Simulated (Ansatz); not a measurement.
A made-up structure of MgAlH₃S, closed shell:

```xyz
6
angstrom
Mg 1.1232 -0.5356 1.7737
Al 0.4445 0.4070 -0.1019
S -1.8959 -0.5128 -1.1499
H -3.0637 -0.9726 -1.6738
H 1.4482 1.5401 -0.6138
H 2.5595 0.3964 1.9365
```

It is relaxed with PBE-D4/def2-SVP and then PBE0-D4/def2-TZVP (Ansatz 0.2.0). Atoms count as bonded within 1.22 times the sum of their covalent radii (H–H: 0.88 Å). The end point is not checked to be a true minimum.

Problem. Does its bonding change? (Judge from chemistry; the calculation decides.)

Solution. The calculation gives: No: no bond forms or breaks.

Where it ends: The first stage lowers the energy by 3.82 eV in 15 steps. It ends as MgAlH₃S ([MgH][AlH][SH]):
| atom | x (Å) | y (Å) | z (Å) |
| --- | --- | --- | --- |
| Mg1 | 1.6940 | -0.0275 | 1.6526 |
| Al2 | 0.0424 | 0.4052 | -0.4700 |
| S3 | -1.7551 | -0.8679 | -0.5922 |
| H4 | -2.2352 | -0.3301 | -1.7262 |
| H5 | 0.1400 | 1.4442 | -1.6801 |
| H6 | 2.7296 | -0.3013 | 2.9867 |

Labels in which every atom is bracketed show which atoms are joined, not bond orders.

For scale, one of the runs: PBE0-D4/def2-TZVP relaxation, 124 basis functions, launched by `ansatz run in.yaml --threads 2 --pin off --events-out ev --progress --plain --max-ram 4352MiB`. Hardware: 2 CPU threads of an Arm Neoverse V1, shared host. Wall time about 15 s.
